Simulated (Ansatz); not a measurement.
# Al(CO)H3 (CH3AlO): single points with varied inputs

How do the results and run time of Al(CO)H3 (CH3AlO) respond when the settings are drawn wide?

The runs use Ansatz 0.2.0, Gaussian basis; the settings change from run to run.

## Step 1: The molecule

The geometry comes from an earlier relaxation with PBE0-D4 in a triple-zeta def2 set; it is a stationary point.

6 atoms, charge 0, spin multiplicity 1.

Atoms are counted from 1 here; the program's logs count them from 0.

Bond lengths: Al1–C2 2.149 Å, Al1–H4 1.594 Å, Al1–H5 1.594 Å, Al1–H6 1.594 Å, C2–O3 1.119 Å. Angles: C2–Al1–H4 95.0°, C2–Al1–H5 95.3°, C2–Al1–H6 95.0°, H4–Al1–H5 119.2°, H4–Al1–H6 119.2°, H5–Al1–H6 119.2°, Al1–C2–O3 179.8°.

As a file:

```
Al   -0.1294   -0.2401   -0.7861
C     0.2039    0.3824    1.2439
O     0.3789    0.7029    2.3017
H     1.3999   -0.5793   -1.0807
H    -0.7244    1.1564   -1.2719
H    -1.1289   -1.4224   -0.4069
```

## Step 2: wB97X/def2-mTZVP

Set apart from the defaults: atoms shaken by 0.08 Å, a point charge of 1.00 e beside it.

File in.yaml:

```yaml
crystal:
  periodic: [false, false, false]
  atoms:
    - {symbol: Al, position_ang: [-0.088144, -0.325639, -0.719557]}
    - {symbol: C, position_ang: [0.198666, 0.299986, 1.246526]}
    - {symbol: O, position_ang: [0.341688, 0.678584, 2.365038]}
    - {symbol: H, position_ang: [1.335788, -0.665595, -1.111353]}
    - {symbol: H, position_ang: [-0.712680, 1.190625, -1.349918]}
    - {symbol: H, position_ang: [-1.225584, -1.481252, -0.499600]}
basis:
  gaussian: {orbitals: def2-mTZVP, point_charges: [{charge: 1.00, position_ang: [5.819, 0.238, 0.095]}]}
hamiltonian: {xc: {name: wB97X}}
scf: {omitted_lower_state_checks: [starts]}
output: {forces: true}
```

Run with:

```console
$ ansatz run in.yaml --threads 4 --pin off --events-out ev --progress --plain --max-ram 3916MiB
```

Standard output, cut to the lines that bear on the results:

```text
Functional definition: wB97X
  name "wB97X"
  cite "Chai & Head-Gordon, J. Chem. Phys. 128, 084106 (2008) doi:10.1063/1.2834918"
  cite "Becke, J. Chem. Phys. 107, 8554 (1997) doi:10.1063/1.475007"
[...]
  # The coefficients of nought are those of the uniform gas.
[...]
      + exact_x_lr(omega)
[...]
      + integral(e_c_pw_opposite_spin*poly(b97_u_opposite, 1, cos1, cos2, cos3, cos4))
[...]
690 factors; integrals over basis functions are off by at most 5.9e-4 eV
206 factors; integrals over basis functions are off by at most 1.9e-5 eV
[...]
mean field -9728.37028574 eV, -357.5110138746 hartree, gradient 1.3e-5 eV, S^2 0.000000; 0 other end points of the search recorded, 0 dependent functions left out
[...]
reference -9728.37025409 eV, -357.5110127117 hartree; 15, 15 occupied and 59, 59 virtual orbitals, 690 factors
Total energy: -9728.37025409 eV, -357.5110127117 hartree
Atom 0 at    -0.088144    -0.325639    -0.719557 Å, force    -2.572924     0.928099    -1.405603 eV/Å
Atom 1 at     0.198666     0.299986     1.246526 Å, force     0.847180     2.460117     7.331446 eV/Å
Atom 2 at     0.341688     0.678584     2.365038 Å, force    -0.857122    -2.274542    -6.765788 eV/Å
Atom 3 at     1.335788    -0.665595    -1.111353 Å, force     1.296442    -0.248648    -0.024697 eV/Å
Atom 4 at    -0.712680     1.190625    -1.349918 Å, force     0.697983    -1.274327     0.783375 eV/Å
Atom 5 at    -1.225584    -1.481252    -0.499600 Å, force     0.599994     0.425934     0.135397 eV/Å
Dipole moment:    -0.002184     0.056653     0.528911 e Å
Checks for a lower state left out: starts
```

Wall time 1.1 s (4 threads of Arm Neoverse V2, shared host).

Largest force 7.779 eV/Å, dipole 2.56 D.

## Step 3: B2PLYP/6-31G

This run has charge -1, multiplicity 2, a grid of angular degree 11.

File in.yaml:

```yaml
crystal:
  periodic: [false, false, false]
  atoms:
    - {symbol: Al, position_ang: [-0.129416, -0.240052, -0.786113]}
    - {symbol: C, position_ang: [0.203917, 0.382429, 1.243886]}
    - {symbol: O, position_ang: [0.378928, 0.702854, 2.301704]}
    - {symbol: H, position_ang: [1.399889, -0.579283, -1.080690]}
    - {symbol: H, position_ang: [-0.724412, 1.156412, -1.271858]}
    - {symbol: H, position_ang: [-1.128907, -1.422370, -0.406929]}
basis:
  gaussian: {orbitals: 6-31G, final_grid: {core_spheres: 5, valence_spheres: 4, degree: 11}}
total_charge: -1
magnetization: {spin_polarized: true, initial_magnetization: 1}
hamiltonian: {xc: {name: B2PLYP}}
scf: {omitted_lower_state_checks: [starts]}
output: {forces: true}
```

The command is unchanged.

Standard output, cut to the lines that bear on the results:

```text
Functional definition: B2PLYP
  name "B2PLYP"
  cite "Grimme, J. Chem. Phys. 124, 034108 (2006) doi:10.1063/1.2148954"
  cite "Becke, Phys. Rev. A 38, 3098 (1988) doi:10.1103/PhysRevA.38.3098"
  cite "Lee, Yang & Parr, Phys. Rev. B 37, 785 (1988) doi:10.1103/PhysRevB.37.785"
[...]
439 factors; integrals over basis functions are off by at most 1.3e-4 eV
[...]
mean field -9715.98079068 eV, -357.0557083292 hartree, gradient 5.3e-10 eV, S^2 0.754769; 0 other end points of the search recorded, 0 dependent functions left out
7 core orbitals not correlated: weight in the atoms' cores, before any rotation towards them, 1.000 or more for the frozen orbitals, at most 0.000 for the correlated occupied ones
reference -9715.98097386 eV, -357.0557150608 hartree; 9, 8 occupied and 21, 22 virtual orbitals, 439 factors
second order -8.15161276 eV of doubles, -0.00000000 eV of singles
[...]
Total energy: -9718.18190930 eV, -357.1365979465 hartree
Atom 0 at    -0.129416    -0.240052    -0.786113 Å, force     0.472060     0.889426     2.884705 eV/Å
Atom 1 at     0.203917     0.382429     1.243886 Å, force    -2.066503    -4.258059   -13.084256 eV/Å
Atom 2 at     0.378928     0.702854     2.301704 Å, force     2.096150     3.868881    12.708543 eV/Å
Atom 3 at     1.399889    -0.579283    -1.080690 Å, force     0.430625    -0.192258    -0.787276 eV/Å
Atom 4 at    -0.724412     1.156412    -1.271858 Å, force    -0.387969     0.209324    -1.194212 eV/Å
Atom 5 at    -1.128907    -1.422370    -0.406929 Å, force    -0.544362    -0.517314    -0.527504 eV/Å
Dipole moment:     0.000343     0.002731     0.004702 e Å
Checks for a lower state left out: starts
```

Wall time 0.55 s (4 threads of Arm Neoverse V2, shared host).

Largest force 13.914 eV/Å, ⟨S²⟩ 0.755.

## Step 4: r2SCAN0/def2-mTZVP

This run has unrestricted orbitals, D4 dispersion, the search for lower states set to off.

in.yaml, as its differences from that of step 3:

```diff
@@ -10,7 +10,5 @@
 basis:
-  gaussian: {orbitals: 6-31G, final_grid: {core_spheres: 5, valence_spheres: 4, degree: 11}}
-total_charge: -1
-magnetization: {spin_polarized: true, initial_magnetization: 1}
-hamiltonian: {xc: {name: B2PLYP}}
-scf: {omitted_lower_state_checks: [starts]}
-output: {forces: true}
+  gaussian: {orbitals: def2-mTZVP}
+magnetization: {spin_polarized: true, initial_magnetization: 0}
+hamiltonian: {xc: {name: r2SCAN0}, dispersion: d4}
+scf: {lower_state_search: off}
```

Launched as before.

Standard output, cut to the lines that bear on the results:

```text
Functional definition: r2SCAN0
  name "r2SCAN0"
  cite "Bursch, Neugebauer, Ehlert & Grimme, J. Chem. Phys. 156, 134105 (2022) doi:10.1063/5.0086040"
  cite "Furness, Kaplan, Ning, Perdew & Sun, J. Phys. Chem. Lett. 11, 8208 (2020) doi:10.1021/acs.jpclett.0c02405"
  cite "Furness, Kaplan, Ning, Perdew & Sun, J. Phys. Chem. Lett. 11, 9248 (2020) doi:10.1021/acs.jpclett.0c03077"
  parent r2scan
[...]
719 factors; their error is unknown
[...]
mean field -9726.75879283 eV, -357.4517926027 hartree, gradient 7.4e-7 eV, S^2 0.000000; 0 other end points of the search recorded, 0 dependent functions left out
reference -9726.75880326 eV, -357.4517929860 hartree; 15, 15 occupied and 59, 59 virtual orbitals, 719 factors
Total energy: -9726.78059919 eV, -357.4525939714 hartree
Checks for a lower state left out: stability, starts, cluster_reference, orbital_swaps, neighbouring_geometries, increment
```

Run time: 0.8 s. Hardware: 4 threads of Arm Neoverse V2, shared host.

⟨S²⟩ 0.000.

## Step 5: BLYP/cc-pVDZ

This run has density fitting with cc-pVTZ-jkfit, a grid of angular degree 11, D3(BJ) with three-body dispersion, the search for lower states set to off.

in.yaml, as its differences from that of step 4:

```diff
@@ -10,5 +10,4 @@
 basis:
-  gaussian: {orbitals: def2-mTZVP}
-magnetization: {spin_polarized: true, initial_magnetization: 0}
-hamiltonian: {xc: {name: r2SCAN0}, dispersion: d4}
+  gaussian: {orbitals: cc-pVDZ, fitting: {mean_field: cc-pVTZ-jkfit}, final_grid: {core_spheres: 5, valence_spheres: 4, degree: 11}}
+hamiltonian: {xc: {name: BLYP}, dispersion: d3bjatm}
 scf: {lower_state_search: off}
```

The command is unchanged.

Standard output, cut to the lines that bear on the results:

```text
Functional definition: BLYP
  name "BLYP"
  cite "Becke, Phys. Rev. A 38, 3098 (1988) doi:10.1103/PhysRevA.38.3098"
  cite "Lee, Yang & Parr, Phys. Rev. B 37, 785 (1988) doi:10.1103/PhysRevB.37.785"
[...]
369 factors; integrals over basis functions are off by at most 1.1e-1 eV
[...]
mean field -9728.21627060 eV, -357.5053539226 hartree, gradient 2.9e-6 eV, S^2 0.000000; 0 other end points of the search recorded, 0 dependent functions left out
reference -9728.21675288 eV, -357.5053716461 hartree; 15, 15 occupied and 46, 46 virtual orbitals, 369 factors
Total energy: -9728.39679345 eV, -357.5119880152 hartree
Checks for a lower state left out: stability, starts, cluster_reference, orbital_swaps, neighbouring_geometries, increment
```

It took 0.15 s on 4 threads of Arm Neoverse V2, shared host.

## Step 6: All runs side by side

| level | charge | multiplicity | geometry | functions | energy (eV) | time |
| --- | --- | --- | --- | --- | --- | --- |
| wB97X/def2-mTZVP | 0 | 1 | shaken, point charge | 74 | -9728.370 | 1.1 s |
| B2PLYP/6-31G | -1 | 2 | relaxed | 37 | -9718.182 | 0.55 s |
| r2SCAN0/def2-mTZVP | 0 | 1 | relaxed | 74 | -9726.781 | 0.8 s |
| BLYP/cc-pVDZ | 0 | 1 | relaxed | 61 | -9728.397 | 0.15 s |

## Step 7: Outcome

| quantity | value |
| --- | --- |
| runs | 4 |
| quickest | BLYP/cc-pVDZ, 0.15 s |
| slowest | wB97X/def2-mTZVP, 1.1 s |
| spread of total energies, same state and geometry | 1.6 eV |

Run time spans a factor of 7, from BLYP/cc-pVDZ to wB97X/def2-mTZVP. The jobs differ in tasks and options as well as level. The totals spread over 2 eV; they can't be compared across methods or bases.
